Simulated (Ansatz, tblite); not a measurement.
**The cluster HfSe₂: rung by rung**

Aim: run the singlet of the cluster HfSe₂ at one geometry on many levels, and compare frontier levels, spin and run time.

Program: Ansatz 0.2.0, Gaussian basis. Level of theory: as each input shows. These are calculated values, not measurements.

Plan: GFN1-xTB, GFN2-xTB, PBE-D4/def2-TZVP, r2SCAN-D4/def2-TZVP, CAM-B3LYP-D4/def2-TZVP, r2SCANh-D4/def2-TZVP, revPBE-D4/def2-TZVP, HSE06-D4/def2-TZVP, LC-ωPBE/def2-TZVP, PBE-D4/def2-SVP, PBE0-D4/def2-SVP, PBE0-D4/def2-TZVPD, PBE-D4/def2-TZVPD, r2SCAN-D4/def2-TZVPD, CCSD(T)/def2-TZVPP, MP2/def2-TZVP, RPA/def2-TZVP.

### Step 1. The structure

The singlet was relaxed beforehand with PBE-D4/def2-TZVP. At that level it is the lowest of the isomers that a small search found.

3 atoms, charge 0, spin multiplicity 1.

Bond lengths: Hf1–Se2 2.362 Å, Hf1–Se3 2.362 Å. Angles: Se2–Hf1–Se3 109.4°.

Hf takes a core potential in the def2 sets. No spin-orbit coupling is included.

PBE0-D4/def2-TZVP was run before; its log isn't repeated, and its numbers join the tables.

### Step 2. GFN1-xTB

Tight binding, by tblite at 300 K electronic temperature and without a spin-polarisation term:

```python
tblite.interface.Calculator('GFN1-xTB', numbers, positions, charge=0, uhf=0).singlepoint()
```

Energy -212.0940 eV, HOMO -9.04 eV, LUMO -7.54 eV; 0.002 s.

### Step 3. GFN2-xTB

Tight binding, by tblite at 300 K electronic temperature and without a spin-polarisation term:

```python
tblite.interface.Calculator('GFN2-xTB', numbers, positions, charge=0, uhf=0).singlepoint()
```

Energy -214.7657 eV, HOMO -10.62 eV, LUMO -8.58 eV; 0.003 s.

### Step 4. PBE-D4/def2-TZVP

start.molden holds the orbitals of an earlier run on this state, given as this run's starting guess.

in.yaml reads:

```yaml
crystal:
  periodic: [false, false, false]
  atoms:
    - {symbol: Hf, position_ang: [-0.120712, 0.247078, 0.867823]}
    - {symbol: Se, position_ang: [1.767072, 0.771599, -0.451360]}
    - {symbol: Se, position_ang: [-1.646350, -1.018677, -0.416463]}
basis:
  gaussian: {orbitals: def2-TZVP, initial_orbitals: start.molden}
hamiltonian: {xc: pbe, dispersion: d4}
scf: {omitted_lower_state_checks: [starts]}
output: {forces: true, orbitals: {seedname: orbitals}}
```

Started as:

```bash
> ansatz run in.yaml --threads 4 --pin off --events-out ev --progress --plain --max-ram 3916MiB
```

After this run come: r2SCAN-D4/def2-TZVP; CAM-B3LYP-D4/def2-TZVP; r2SCANh-D4/def2-TZVP; revPBE-D4/def2-TZVP; HSE06-D4/def2-TZVP; LC-ωPBE/def2-TZVP; PBE-D4/def2-SVP; PBE0-D4/def2-SVP; PBE0-D4/def2-TZVPD; PBE-D4/def2-TZVPD; r2SCAN-D4/def2-TZVPD; CCSD(T)/def2-TZVPP; MP2/def2-TZVP; RPA/def2-TZVP.

Q: Predict the results of all the runs planned. Wanted: gap in def2-TZVP, named functionals, smallest and largest; correlation energy, CCSD(T)/def2-TZVPP; correlation energy, MP2/def2-TZVP; binding an atom, CCSD(T)/def2-TZVPP; PBE0 total energy, smallest basis above largest.

The runs gave:

| quantity | value |
| --- | --- |
| gap in def2-TZVP, named functionals, smallest and largest | 0.89 eV (PBE-D4), 6.73 eV (LC-ωPBE) |
| correlation energy, CCSD(T)/def2-TZVPP | -23.92 eV |
| correlation energy, MP2/def2-TZVP | -22.18 eV |
| binding an atom, CCSD(T)/def2-TZVPP | 3.101 eV |
| PBE0 total energy, smallest basis above largest | 16.29 eV (def2-SVP, def2-TZVPD) |

Over the named functionals in def2-TZVP the gap runs from 0.89 eV (PBE-D4) to 6.73 eV (LC-ωPBE); exact exchange widens it. The functionals in def2-TZVP miss CCSD(T)/def2-TZVPP by -0.163 (LC-ωPBE) to +0.269 eV (PBE-D4) an atom. The reference is CCSD(T) in one finite basis, so it carries an error of its own, often a tenth of an eV or more, and near misses can't be ranked.
